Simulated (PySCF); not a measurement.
# Working with the constants of SO⁺

UHF-CCSD constants of SO⁺, ²Π (doublet), unpaired electrons π ↑ (S x2c-SVPall, O x2c-SVPall; spin-free X2C with a Gaussian nucleus (PySCF 2.14); masses 31.9721 and 15.9949 u):

```
ωe              : 1340.2 cm⁻¹
ωexe            : 10.3 cm⁻¹
Be              : 0.7598 cm⁻¹
αe              : 0.00619 cm⁻¹
D (centrifugal) : 9.77e-07 cm⁻¹
De to S⁺ + O    : 3.79 eV
```

(1) Give the vibrational terms G(v) and spacings up to v = 3.

(2) How well does the Morse estimate ωe²/(4ωexe) reproduce De, and what is D0?

Correlated steps freeze 6 core orbitals. Correlated levels converge slowly with the basis: in double zeta they bind strong bonds too weakly, by up to about 1 eV, and carry superposition errors of some tenths. For an ion De counts to the pair picked by the measured ionisation energies or electron affinities, which need not be the lowest pair at this level. The state is the lowest determinant that a PBE0 search found; another state may lie lower at other levels.

Results:

(1) G(v) = ωe(v+½) − ωexe(v+½)².

```
v  G(v) (cm⁻¹)  G(v) − G(v−1)  Bv (cm⁻¹)
0          668                    0.7567
1         1987           1320     0.7505
2         3286           1299     0.7443
3         4565           1278     0.7381
```

(2) It gives 5.41 eV, 143 % of the computed De. D0 = De − G(0) = 3.79 − 0.08 = 3.71 eV.
